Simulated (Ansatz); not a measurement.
# P2F (quartet): wB97M-V, B2PLYP over vertical spin and charge gaps, def2-QZVPP

Aim: run P2F (quartet) with these functionals over vertical spin and charge gaps, and hold them against the top wave-function level at the same points.

Method: def2-QZVPP, all electrons in the functionals, frozen cores in the correlation of double hybrids and RPA; program: Ansatz 0.2.0, Gaussian basis.

To be run: wB97M-V, B2PLYP, at charge 0, quartet; charge 0, doublet; charge 0, sextet; charge 1, triplet; charge 1, quintet.

## Step 1: What is computed

The geometry is a PBE0/def2-TZVP stationary point (not a proven minimum).

3 atoms, charge 0, spin multiplicity 4.

Atoms are counted from 1 here; the program's logs count them from 0.

Bond lengths: F1–P2 1.607 Å, P2–P3 2.278 Å. Angles: F1–P2–P3 98.1°.

No dispersion term is added; wB97M-V holds VV10 nonlocal correlation.

The geometry shown and the zero of energy belong to the point charge 0, quartet. The yardstick, UCCSD(T), and other wave-function levels (R restricted, U unrestricted, valence and pair active spaces) come from earlier runs.

## Step 2: wB97M-V, charge 0, quartet

The input, in.yaml:

```yaml
crystal:
  periodic: [false, false, false]
  atoms:
    - {symbol: F, position_ang: [0.000000, -0.771205, 1.406859]}
    - {symbol: P, position_ang: [0.000000, 0.637627, 0.634340]}
    - {symbol: P, position_ang: [0.000000, -0.164593, -1.497266]}
basis:
  gaussian: {orbitals: "def2-QZVPP.json"}
magnetization: {spin_polarized: true, initial_magnetization: 3}
hamiltonian: {xc: {name: wB97M-V}}
output: {orbitals: {seedname: orbitals}}
```

The run is started by

```sh
$ ansatz run in.yaml --threads 1 --pin off --events-out ev --progress --plain --max-ram 2393MiB
```

The program printed, shortened:

```text
Functional definition: wB97M-V
  name "wB97M-V"
  cite "Mardirossian & Head-Gordon, J. Chem. Phys. 144, 214110 (2016) doi:10.1063/1.4952647"
  cite "Becke, J. Chem. Phys. 107, 8554 (1997) doi:10.1063/1.475007"
  cite "Vydrov & Van Voorhis, J. Chem. Phys. 133, 244103 (2010) doi:10.1063/1.3521275"
  # Of w^i u^j: cxij and so on, Table III.
[...]
  gx(w, u) = 1 - cx + cx01*u + cx10*w
  gss(w, u) = css00 + css04*u^4 + css10*w + css20*w^2 + css43*w^4*u^3
  gos(w, u) = cos00 + cos10*w + (cos20 + cos21*u)*w^2 + (cos60 + cos61*u)*w^6
[...]
      + integral(e_c_pw_mod_opposite_spin*gos(b97_w_opposite, b97_u_opposite)) + vv10(b, c)
871 factors; their error is unknown
153 factors; integrals over basis functions are off by at most 4.4e-5 eV
[...]
mean field -21292.68174457 eV, -782.4916214148 hartree, gradient 2.4e-5 eV, S^2 3.756901; 1 other end points of the search recorded, 0 dependent functions left out
reference -21292.68178000 eV, -782.4916227167 hartree; 21, 18 occupied and 176, 179 virtual orbitals, 871 factors
Total energy: -21292.68178000 eV, -782.4916227167 hartree
```

Wall time 30 s (1 thread of Arm Neoverse V1, shared host); peak memory 0.56 GiB.

From the report: ⟨S²⟩ of the determinant 3.757 (pure quartet: 3.75).

## Step 3: wB97M-V, charge 0, doublet

in.yaml, as its differences from that of step 2:

```diff
@@ -8,3 +8,3 @@
   gaussian: {orbitals: "def2-QZVPP.json"}
-magnetization: {spin_polarized: true, initial_magnetization: 3}
+magnetization: {spin_polarized: true, initial_magnetization: 1}
 hamiltonian: {xc: {name: wB97M-V}}
```

Same command.

The program printed, shortened:

```text
Functional definition: wB97M-V
  name "wB97M-V"
  cite "Mardirossian & Head-Gordon, J. Chem. Phys. 144, 214110 (2016) doi:10.1063/1.4952647"
  cite "Becke, J. Chem. Phys. 107, 8554 (1997) doi:10.1063/1.475007"
  cite "Vydrov & Van Voorhis, J. Chem. Phys. 133, 244103 (2010) doi:10.1063/1.3521275"
  # Of w^i u^j: cxij and so on, Table III.
[...]
  gx(w, u) = 1 - cx + cx01*u + cx10*w
  gss(w, u) = css00 + css04*u^4 + css10*w + css20*w^2 + css43*w^4*u^3
  gos(w, u) = cos00 + cos10*w + (cos20 + cos21*u)*w^2 + (cos60 + cos61*u)*w^6
[...]
      + integral(e_c_pw_mod_opposite_spin*gos(b97_w_opposite, b97_u_opposite)) + vv10(b, c)
871 factors; their error is unknown
153 factors; integrals over basis functions are off by at most 4.4e-5 eV
[...]
mean field -21293.73649445 eV, -782.5303827580 hartree, gradient 3.1e-5 eV, S^2 1.033472; 3 other end points of the search recorded, 0 dependent functions left out
reference -21293.73652988 eV, -782.5303840602 hartree; 20, 19 occupied and 177, 178 virtual orbitals, 871 factors
Total energy: -21293.73652988 eV, -782.5303840602 hartree
```

It took 49 s on 1 thread of Arm Neoverse V1, shared host; peak memory 0.6 GiB.

From the report: ⟨S²⟩ of the determinant 1.033 (pure doublet: 0.75).

From charge 0, quartet: -24.3 kcal/mol.

## Step 4: wB97M-V, charge 0, sextet

in.yaml, as its differences from that of step 3:

```diff
@@ -8,3 +8,3 @@
   gaussian: {orbitals: "def2-QZVPP.json"}
-magnetization: {spin_polarized: true, initial_magnetization: 1}
+magnetization: {spin_polarized: true, initial_magnetization: 5}
 hamiltonian: {xc: {name: wB97M-V}}
```

The command is unchanged.

The program printed, shortened:

```text
Functional definition: wB97M-V
  name "wB97M-V"
  cite "Mardirossian & Head-Gordon, J. Chem. Phys. 144, 214110 (2016) doi:10.1063/1.4952647"
  cite "Becke, J. Chem. Phys. 107, 8554 (1997) doi:10.1063/1.475007"
  cite "Vydrov & Van Voorhis, J. Chem. Phys. 133, 244103 (2010) doi:10.1063/1.3521275"
  # Of w^i u^j: cxij and so on, Table III.
[...]
  gx(w, u) = 1 - cx + cx01*u + cx10*w
  gss(w, u) = css00 + css04*u^4 + css10*w + css20*w^2 + css43*w^4*u^3
  gos(w, u) = cos00 + cos10*w + (cos20 + cos21*u)*w^2 + (cos60 + cos61*u)*w^6
[...]
      + integral(e_c_pw_mod_opposite_spin*gos(b97_w_opposite, b97_u_opposite)) + vv10(b, c)
871 factors; their error is unknown
153 factors; integrals over basis functions are off by at most 4.4e-5 eV
[...]
mean field -21288.33533756 eV, -782.3318939032 hartree, gradient 2.3e-5 eV, S^2 8.753010; 2 other end points of the search recorded, 0 dependent functions left out
reference -21288.33537233 eV, -782.3318951813 hartree; 22, 17 occupied and 175, 180 virtual orbitals, 871 factors
Total energy: -21288.33537233 eV, -782.3318951813 hartree
```

Wall time 64 s (1 thread of Arm Neoverse V1, shared host); peak memory 0.74 GiB.

From the report: ⟨S²⟩ of the determinant 8.753 (pure sextet: 8.75).

From charge 0, quartet: +100.2 kcal/mol.

## Step 5: wB97M-V, charge 1, triplet

in.yaml, as its differences from that of step 4:

```diff
@@ -8,3 +8,4 @@
   gaussian: {orbitals: "def2-QZVPP.json"}
-magnetization: {spin_polarized: true, initial_magnetization: 5}
+total_charge: 1
+magnetization: {spin_polarized: true, initial_magnetization: 2}
 hamiltonian: {xc: {name: wB97M-V}}
```

Launched as before.

The program printed, shortened:

```text
Functional definition: wB97M-V
  name "wB97M-V"
  cite "Mardirossian & Head-Gordon, J. Chem. Phys. 144, 214110 (2016) doi:10.1063/1.4952647"
  cite "Becke, J. Chem. Phys. 107, 8554 (1997) doi:10.1063/1.475007"
  cite "Vydrov & Van Voorhis, J. Chem. Phys. 133, 244103 (2010) doi:10.1063/1.3521275"
  # Of w^i u^j: cxij and so on, Table III.
[...]
  gx(w, u) = 1 - cx + cx01*u + cx10*w
  gss(w, u) = css00 + css04*u^4 + css10*w + css20*w^2 + css43*w^4*u^3
  gos(w, u) = cos00 + cos10*w + (cos20 + cos21*u)*w^2 + (cos60 + cos61*u)*w^6
[...]
      + integral(e_c_pw_mod_opposite_spin*gos(b97_w_opposite, b97_u_opposite)) + vv10(b, c)
871 factors; their error is unknown
153 factors; integrals over basis functions are off by at most 4.4e-5 eV
[...]
mean field -21284.59871247 eV, -782.1945754641 hartree, gradient 4.2e-5 eV, S^2 2.004495; 1 other end points of the search recorded, 0 dependent functions left out
reference -21284.59875147 eV, -782.1945768972 hartree; 20, 18 occupied and 177, 179 virtual orbitals, 871 factors
Total energy: -21284.59875147 eV, -782.1945768972 hartree
```

It took 39 s on 1 thread of Arm Neoverse V1, shared host; peak memory 0.57 GiB.

From the report: ⟨S²⟩ of the determinant 2.004 (pure triplet: 2.00).

From charge 0, quartet: +186.4 kcal/mol.

## Step 6: wB97M-V, charge 1, quintet

in.yaml, as its differences from that of step 5:

```diff
@@ -9,3 +9,3 @@
 total_charge: 1
-magnetization: {spin_polarized: true, initial_magnetization: 2}
+magnetization: {spin_polarized: true, initial_magnetization: 4}
 hamiltonian: {xc: {name: wB97M-V}}
```

The command is unchanged.

The program printed, shortened:

```text
Functional definition: wB97M-V
  name "wB97M-V"
  cite "Mardirossian & Head-Gordon, J. Chem. Phys. 144, 214110 (2016) doi:10.1063/1.4952647"
  cite "Becke, J. Chem. Phys. 107, 8554 (1997) doi:10.1063/1.475007"
  cite "Vydrov & Van Voorhis, J. Chem. Phys. 133, 244103 (2010) doi:10.1063/1.3521275"
  # Of w^i u^j: cxij and so on, Table III.
[...]
  gx(w, u) = 1 - cx + cx01*u + cx10*w
  gss(w, u) = css00 + css04*u^4 + css10*w + css20*w^2 + css43*w^4*u^3
  gos(w, u) = cos00 + cos10*w + (cos20 + cos21*u)*w^2 + (cos60 + cos61*u)*w^6
[...]
      + integral(e_c_pw_mod_opposite_spin*gos(b97_w_opposite, b97_u_opposite)) + vv10(b, c)
871 factors; their error is unknown
153 factors; integrals over basis functions are off by at most 4.4e-5 eV
[...]
mean field -21282.98386142 eV, -782.1352307825 hartree, gradient 2.0e-5 eV, S^2 6.005828; 0 other end points of the search recorded, 0 dependent functions left out
reference -21282.98390004 eV, -782.1352322019 hartree; 21, 17 occupied and 176, 180 virtual orbitals, 871 factors
Total energy: -21282.98390004 eV, -782.1352322019 hartree
```

It took 25 s on 1 thread of Arm Neoverse V1, shared host; peak memory 0.55 GiB.

From the report: ⟨S²⟩ of the determinant 6.006 (pure quintet: 6.00).

From charge 0, quartet: +223.6 kcal/mol.

## Step 7: B2PLYP, charge 0, quartet

The input, in.yaml:

```yaml
crystal:
  periodic: [false, false, false]
  atoms:
    - {symbol: F, position_ang: [0.000000, -0.771205, 1.406859]}
    - {symbol: P, position_ang: [0.000000, 0.637627, 0.634340]}
    - {symbol: P, position_ang: [0.000000, -0.164593, -1.497266]}
basis:
  gaussian: {orbitals: "def2-QZVPP.json"}
magnetization: {spin_polarized: true, initial_magnetization: 3}
hamiltonian: {xc: {name: B2PLYP}}
correlation: {electrons: outside_noble_gas}
```

Same command.

The program printed, shortened:

```text
Functional definition: B2PLYP
  name "B2PLYP"
  cite "Grimme, J. Chem. Phys. 124, 034108 (2006) doi:10.1063/1.2148954"
  cite "Becke, Phys. Rev. A 38, 3098 (1988) doi:10.1103/PhysRevA.38.3098"
  cite "Lee, Yang & Parr, Phys. Rev. B 37, 785 (1988) doi:10.1103/PhysRevB.37.785"
[...]
1200 factors; integrals over basis functions are off by at most 7.1e-4 eV
[...]
mean field -21282.22104466 eV, -782.1071977836 hartree, gradient 8.6e-6 eV, S^2 3.774013; 2 other end points of the search recorded, 0 dependent functions left out
11 core orbitals not correlated: weight in the atoms' cores, before any rotation towards them, 1.000 or more for the frozen orbitals, at most 0.000 for the correlated occupied ones
reference -21282.22117457 eV, -782.1072025578 hartree; 10, 7 occupied and 176, 179 virtual orbitals, 1200 factors
second order -16.71503218 eV of doubles, -0.00000000 eV of singles
Total energy: -21286.73423326 eV, -782.2730544056 hartree
```

Wall time 20 s (1 thread of Arm Neoverse V1, shared host); peak memory 0.47 GiB.

From the report: ⟨S²⟩ of the determinant 3.774 (pure quartet: 3.75).

## Step 8: B2PLYP, charge 0, doublet

in.yaml, as its differences from that of step 7:

```diff
@@ -8,3 +8,3 @@
   gaussian: {orbitals: "def2-QZVPP.json"}
-magnetization: {spin_polarized: true, initial_magnetization: 3}
+magnetization: {spin_polarized: true, initial_magnetization: 1}
 hamiltonian: {xc: {name: B2PLYP}}
```

Same command.

The program printed, shortened:

```text
Functional definition: B2PLYP
  name "B2PLYP"
  cite "Grimme, J. Chem. Phys. 124, 034108 (2006) doi:10.1063/1.2148954"
  cite "Becke, Phys. Rev. A 38, 3098 (1988) doi:10.1103/PhysRevA.38.3098"
  cite "Lee, Yang & Parr, Phys. Rev. B 37, 785 (1988) doi:10.1103/PhysRevB.37.785"
[...]
1200 factors; integrals over basis functions are off by at most 7.1e-4 eV
[...]
mean field -21283.01697019 eV, -782.1364475075 hartree, gradient 2.2e-6 eV, S^2 1.337902; 4 other end points of the search recorded, 0 dependent functions left out
11 core orbitals not correlated: weight in the atoms' cores, before any rotation towards them, 1.000 or more for the frozen orbitals, at most 0.000 for the correlated occupied ones
reference -21283.01709951 eV, -782.1364522598 hartree; 9, 8 occupied and 177, 178 virtual orbitals, 1200 factors
second order -17.46394127 eV of doubles, -0.00000000 eV of singles
Total energy: -21287.73236365 eV, -782.3097350210 hartree
```

Wall time 45 s (1 thread of Arm Neoverse V1, shared host); peak memory 0.49 GiB.

From the report: ⟨S²⟩ of the determinant 1.338 (pure doublet: 0.75). The determinant is far from a pure spin state, so its energy mixes those of several spin states (harmless only where they are near-degenerate, as at dissociation).

From charge 0, quartet: -23.0 kcal/mol.

## Step 9: B2PLYP, charge 0, sextet

in.yaml, as its differences from that of step 8:

```diff
@@ -8,3 +8,3 @@
   gaussian: {orbitals: "def2-QZVPP.json"}
-magnetization: {spin_polarized: true, initial_magnetization: 1}
+magnetization: {spin_polarized: true, initial_magnetization: 5}
 hamiltonian: {xc: {name: B2PLYP}}
```

Launched as before.

The program printed, shortened:

```text
Functional definition: B2PLYP
  name "B2PLYP"
  cite "Grimme, J. Chem. Phys. 124, 034108 (2006) doi:10.1063/1.2148954"
  cite "Becke, Phys. Rev. A 38, 3098 (1988) doi:10.1103/PhysRevA.38.3098"
  cite "Lee, Yang & Parr, Phys. Rev. B 37, 785 (1988) doi:10.1103/PhysRevB.37.785"
[...]
1200 factors; integrals over basis functions are off by at most 7.1e-4 eV
[...]
mean field -21277.99450974 eV, -781.9518754904 hartree, gradient 7.9e-6 eV, S^2 8.754972; 2 other end points of the search recorded, 0 dependent functions left out
11 core orbitals not correlated: weight in the atoms' cores, before any rotation towards them, 1.000 or more for the frozen orbitals, at most 0.000 for the correlated occupied ones
reference -21277.99463808 eV, -781.9518802067 hartree; 11, 6 occupied and 175, 180 virtual orbitals, 1200 factors
second order -16.60402524 eV of doubles, -0.00000000 eV of singles
Total energy: -21282.47772489 eV, -782.1166306083 hartree
```

Run time: 31 s. Hardware: 1 thread of Arm Neoverse V1, shared host; peak memory 0.48 GiB.

From the report: ⟨S²⟩ of the determinant 8.755 (pure sextet: 8.75).

From charge 0, quartet: +98.2 kcal/mol.

## Step 10: B2PLYP, charge 1, triplet

in.yaml, as its differences from that of step 9:

```diff
@@ -8,3 +8,4 @@
   gaussian: {orbitals: "def2-QZVPP.json"}
-magnetization: {spin_polarized: true, initial_magnetization: 5}
+total_charge: 1
+magnetization: {spin_polarized: true, initial_magnetization: 2}
 hamiltonian: {xc: {name: B2PLYP}}
```

Same command.

The program printed, shortened:

```text
Functional definition: B2PLYP
  name "B2PLYP"
  cite "Grimme, J. Chem. Phys. 124, 034108 (2006) doi:10.1063/1.2148954"
  cite "Becke, Phys. Rev. A 38, 3098 (1988) doi:10.1103/PhysRevA.38.3098"
  cite "Lee, Yang & Parr, Phys. Rev. B 37, 785 (1988) doi:10.1103/PhysRevB.37.785"
[...]
1200 factors; integrals over basis functions are off by at most 7.1e-4 eV
[...]
mean field -21273.92605354 eV, -781.8023624825 hartree, gradient 4.1e-6 eV, S^2 2.010778; 5 other end points of the search recorded, 0 dependent functions left out
11 core orbitals not correlated: weight in the atoms' cores, before any rotation towards them, 1.000 or more for the frozen orbitals, at most 0.000 for the correlated occupied ones
reference -21273.92618480 eV, -781.8023673062 hartree; 9, 7 occupied and 177, 179 virtual orbitals, 1200 factors
second order -17.03512217 eV of doubles, -0.00000000 eV of singles
Total energy: -21278.52566778 eV, -781.9713951883 hartree
```

It took 34 s on 1 thread of Arm Neoverse V1, shared host; peak memory 0.58 GiB.

From the report: ⟨S²⟩ of the determinant 2.011 (pure triplet: 2.00).

From charge 0, quartet: +189.3 kcal/mol.

## Step 11: B2PLYP, charge 1, quintet

in.yaml, as its differences from that of step 10:

```diff
@@ -9,3 +9,3 @@
 total_charge: 1
-magnetization: {spin_polarized: true, initial_magnetization: 2}
+magnetization: {spin_polarized: true, initial_magnetization: 4}
 hamiltonian: {xc: {name: B2PLYP}}
```

Launched as before.

The program printed, shortened:

```text
Functional definition: B2PLYP
  name "B2PLYP"
  cite "Grimme, J. Chem. Phys. 124, 034108 (2006) doi:10.1063/1.2148954"
  cite "Becke, Phys. Rev. A 38, 3098 (1988) doi:10.1103/PhysRevA.38.3098"
  cite "Lee, Yang & Parr, Phys. Rev. B 37, 785 (1988) doi:10.1103/PhysRevB.37.785"
[...]
1200 factors; integrals over basis functions are off by at most 7.1e-4 eV
[...]
mean field -21272.74015546 eV, -781.7587815322 hartree, gradient 6.4e-6 eV, S^2 6.013755; 2 other end points of the search recorded, 0 dependent functions left out
11 core orbitals not correlated: weight in the atoms' cores, before any rotation towards them, 1.000 or more for the frozen orbitals, at most 0.000 for the correlated occupied ones
reference -21272.74028966 eV, -781.7587864637 hartree; 10, 6 occupied and 176, 180 virtual orbitals, 1200 factors
second order -15.99275243 eV of doubles, -0.00000000 eV of singles
Total energy: -21277.05833281 eV, -781.9174716228 hartree
```

Run time: 22 s. Hardware: 1 thread of Arm Neoverse V1, shared host; peak memory 0.55 GiB.

From the report: ⟨S²⟩ of the determinant 6.014 (pure quintet: 6.00).

From charge 0, quartet: +223.1 kcal/mol.

## Step 12: The comparison

No level is safe as a reference over these points; UCCSD(T) serves as a yardstick only. It comes from earlier runs at the same points. Energies in kcal/mol, counted from charge 0, quartet; blanks weren't run or aren't comparable.

```tsv
level	quartet to doublet	quartet to sextet	ionisation to the triplet cation	ionisation to the quintet cation
UCCSD(T)	-24.9	96.2	191.9	224.1
wB97M-V	-24.3	100.2	186.4	223.6
B2PLYP	-23.0	98.2	189.3	223.1
```

Largest miss and mean time a point (UCCSD(T) took 2.2 min a point; shared hosts):

```tsv
level	largest miss (kcal/mol)	where	time a point
wB97M-V	-5.5	ionisation to the triplet cation	41 s
B2PLYP	-2.6	ionisation to the triplet cation	30 s
```

## Step 13: Summary of results

```
                                  quantity                                             value
              quartet to doublet, UCCSD(T)                                    -24.9 kcal/mol
               quartet to sextet, UCCSD(T)                                     96.2 kcal/mol
ionisation to the triplet cation, UCCSD(T)                                    191.9 kcal/mol
ionisation to the quintet cation, UCCSD(T)                                    224.1 kcal/mol
                     largest miss, wB97M-V  -5.5 kcal/mol (ionisation to the triplet cation)
                      largest miss, B2PLYP  -2.6 kcal/mol (ionisation to the triplet cation)
```

**Reading.** Of the functionals, B2PLYP keep the smallest largest miss at the points compared (at most 2.6 kcal/mol) and wB97M-V strays most (5.5 kcal/mol, at ionisation to the triplet cation). B2PLYP clearly breaks the spin symmetry at some points (⟨S²⟩ up to 0.59 above the pure value), so energy there is bought with a mixed spin. Functionals and the yardstick converge differently with the basis, so part of each miss in def2-QZVPP is the basis. The yardstick itself may be off where one determinant is a poor start.
